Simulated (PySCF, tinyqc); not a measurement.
A ladder of methods, and size consistency: correlation methods against full CI in the sto-3g basis, for BH, spin multiplicity 1. Computed by the program tinyqc with PySCF. All electrons correlated; +Q is the Davidson correction (1 - c0^2) E_corr. The last columns treat two copies 100 angstrom apart as one system. FCI is the lowest singlet.

Geometry (angstrom):
```
atom       x       y       z
B     0.0000  0.0000  0.0000
H     0.0000  0.0000  1.2990
```

RHF energy of one = -24.749396 hartree

Correlation energies (hartree):
```
method   E_corr of one  share of FCI (%)  E_corr of two at 100 angstrom  two minus twice one (mhartree)
MP2          -0.030942           51.9568                      -0.061883                          0.0000
CISD         -0.057543           96.6256                      -0.107268                          7.8178
CISD+Q       -0.062093          104.2659                      -0.120779                          3.4069
CCSD         -0.059397           99.7385                      -0.118794                          0.0000
CCSD(T)      -0.059449           99.8261                      -0.118898                          0.0000
FCI          -0.059552          100.0000                              -                               -
```

What does the comparison show, and why?

MP2 recovers 52 %, CISD 96.6 % and CCSD 99.7 % of the FCI value (c0^2 = 0.921 in CISD). MP2 and coupled cluster are size consistent, so their last column vanishes; CISD loses 7.82 mhartree, since a double excitation on each copy is a quadruple of the pair, and the Davidson correction leaves +3.41. The restricted reference is unstable here: a spin-polarised solution lies 0.0097 hartree lower (PySCF), so results built on it describe a poor reference.
